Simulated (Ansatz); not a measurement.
This Ansatz (a program for electronic structure) input (MP2/cc-pwCVQZ) gives -959.39883 Eh with 362 basis functions. A basis named .json is the Basis Set Exchange file of that set (core-valence sets with the plain set on hydrogen).

Ansatz 0.2 input:
```yaml
crystal:
  periodic: [false, false, false]
  atoms:
    - {symbol: C, position_ang: [0.00394345, 0.00524516, 0.76725426]}
    - {symbol: Cl, position_ang: [-0.01752138, 1.48253369, -0.22626440]}
    - {symbol: Cl, position_ang: [0.01529894, -1.48548974, -0.20614288]}
    - {symbol: H, position_ang: [-0.89039947, -0.00050138, 1.37837936]}
    - {symbol: H, position_ang: [0.90452024, 0.01928333, 1.36901878]}
basis:
  gaussian:
    orbitals: cc-pwCVQZ.json
magnetization: {spin_polarized: false}
correlation: {method: mp2, frozen_orbitals: {C: 0, Cl: 1, H: 0}}
```

Change:
```diff
- correlation: {method: mp2, frozen_orbitals: {C: 0, Cl: 1, H: 0}}
+ correlation: {method: mp2, electrons: outside_noble_gas}
```

Question: What does the run give now?

Answer: -958.69942 Eh (MP2/cc-pwCVQZ, 362 functions), a change of +699.41 mEh.
